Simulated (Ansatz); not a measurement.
`N=C(F)Cl`, relaxed with RKS PBE-D4/def2-SVP in Ansatz 0.2.0 from a rough embedded geometry. The force threshold is 0.03 eV/Å; the program also tests the step.

Total charge 0; spin multiplicity 1.

Start:

```xyz
5

N    -0.701   -0.746    0.073
C    -0.075    0.339    0.112
F    -0.711    1.396    0.547
Cl    1.469    0.485   -0.432
H     0.019   -1.474   -0.300
```

| step | energy (eV) | largest force (eV/Å) | largest move (Å) |
| --- | --- | --- | --- |
| 1 | -17763.4452 | 2.247 | 0.000 |
| 2 | -17763.6995 | 2.159 | 0.090 |
| 3 | -17763.7700 | 2.407 | 0.113 |
| 4 | -17763.8189 | 1.555 | 0.037 |
| 5 | -17763.8558 | 0.246 | 0.042 |
| 6 | -17763.8572 | 0.163 | 0.006 |
| 7 | -17763.8582 | 0.011 | 0.009 |

End:

```xyz
5

N    -0.693   -0.799    0.080
C    -0.088    0.299    0.094
F    -0.668    1.408    0.532
Cl    1.561    0.655   -0.418
H    -0.112   -1.564   -0.287
```

Run time 6 s (2 threads of a server CPU on a shared host); peak host memory 0.17 GiB.
